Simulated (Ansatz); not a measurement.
CsCl-type TlCl, treated with HSE06+SOC (Ansatz, a first-principles code, plane waves, PAW).

Run with plane-wave cutoff 460 eV, 6×6×6 k mesh, Fermi–Dirac smearing 0.01 eV, PAW data made under PBE.

The cell has the measured lattice: a = b = c = 3.842 Å, α = β = γ = 90.00°.

Q: Give the computed band gap, smallest direct gap on the k points sampled and Γ–Γ gap.

A: 
- band gap = 2.40 eV (on the SCF k mesh) (indirect)
- smallest direct gap on the k points sampled = 2.68 eV
- Γ–Γ gap = 9.21 eV

Note: cell and atoms aren't relaxed at this level (pressure 0.6 GPa).

The computed numbers hold no vibrational or temperature effects.
